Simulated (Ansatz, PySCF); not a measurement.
Dissociation curve of LiH, singlet.

Levels: UKS-B3LYP/6-31G* = unrestricted B3LYP/6-31G*, spherical d (PySCF); RKS-BLYP = restricted BLYP/cc-pVTZ (Ansatz, a quantum-chemistry and plane-wave program); RMP2 = MP2 on RHF/cc-pVTZ, frozen core (Ansatz); UHF/cc-pVTZ (Ansatz).

Energies are in mEh, each relative to the lowest point of its own curve near equilibrium.

```csv
R / Å,UKS-B3LYP/6-31G*,RKS-BLYP,RMP2,UHF
1.20,34.8,30.2,32.6,33.5
1.28,20.5,17.2,18.7,19.4
1.36,10.8,8.6,9.5,10.0
1.44,4.7,3.4,3.9,4.1
1.51,1.6,1.0,1.1,1.3
1.52,1.3,___,0.9,1.0
1.60,0.0,0.0,0.0,0.0
1.65,0.0,0.3,0.3,0.2
1.67,0.2,0.6,___,___
1.73,1.2,1.7,1.7,1.6
1.86,5.1,5.8,6.0,5.9
1.98,10.2,10.9,11.5,11.4
2.11,16.8,17.2,18.3,18.4
2.42,34.2,33.3,36.2,35.3
2.62,45.4,43.3,47.8,42.0
2.91,59.4,56.6,63.6,47.6
3.21,69.4,68.3,78.2,50.6
3.52,76.6,78.2,___,52.3
3.95,83.1,88.9,___,53.4
4.35,86.7,96.2,116.6,53.8
4.73,88.7,___,123.6,54.0
5.56,90.3,108.6,129.9,54.1
6.32,90.6,112.2,127.0,54.1
```

Task: What belongs in the gaps?

Result: 
- 1.52, RKS-BLYP: 0.7
- 1.67, RMP2: 0.5
- 1.67, UHF: 0.4
- 3.52, RMP2: 91.4
- 3.95, RMP2: 106.3
- 4.73, RKS-BLYP: 101.4

The unrestricted determinant behind UKS-B3LYP/6-31G* is spin-contaminated at 2.91 to 6.32 Å (<S²> up to 1.0, against 0.00 for a pure singlet). The restricted form behind RKS-BLYP, RMP2 keeps the bonding electrons paired and can't separate into open-shell fragments. The T1 diagnostic of CCSD on the restricted reference of RMP2 exceeds 0.045 at 2.62 to 6.32 Å. The unrestricted determinant behind UHF is spin-contaminated at 2.42 to 6.32 Å (<S²> up to 1.0, against 0.00 for a pure singlet).
